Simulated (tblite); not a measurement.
Start geometry of `CP(C)(=O)[O-]` from a force field or distance geometry (Å):
```
atom  x, y, z in Å
C1     1.3179    0.5577   -0.1126
P2     0.0728   -0.7318   -0.4081
C3    -1.3602   -0.0076    0.4116
O4     0.4879   -1.9450    0.3898
O5    -0.1989   -0.7982   -1.8753
H6     0.9809    1.4982   -0.5733
H7     2.2673    0.2683   -0.5532
H8     1.4530    0.7274    0.9651
H9    -2.2185   -0.6843    0.3233
H10   -1.6294    0.9474   -0.0593
H11   -1.1674    0.1706    1.4660
```

**Question.** What comes out of this run: GFN2-xTB geometry optimisation, gas phase in tblite?

**Answer.** 
```
atom  x, y, z in Å
C1     1.332    0.597   -0.103
P2     0.081   -0.754   -0.410
C3    -1.398    0.018    0.431
O4     0.488   -1.980    0.335
O5    -0.183   -0.859   -1.874
H6     1.025    1.528   -0.572
H7     2.263    0.260   -0.556
H8     1.489    0.748    0.962
H9    -2.218   -0.689    0.320
H10   -1.669    0.956   -0.046
H11   -1.204    0.177    1.488
```

The energy falls by 11.2 kJ/mol over 25 L-BFGS steps, the largest force on an atom goes from 1.71 to 0.005 eV/Å, and the atoms move by 0.044 Å rms after alignment. The bond that changes most is P2–C3 (phosphoryl phosphorus to sp3 carbon bound to phosphorus), which lengthens by 0.065 Å. Bonds longer at the end by more than 0.005 Å: 2 of 10; shorter: 5. Among the angles that change most is P2–C1–H7, from 110.1° to 106.3°. Rotational constants go from 4238, 4091, 4017 to 4142, 4102, 3787 MHz. The orientation of the end geometry is arbitrary; only internal coordinates are fixed.

Its GFN2-xTB frequencies are all real (lowest 146 cm⁻¹).

These are computed values.
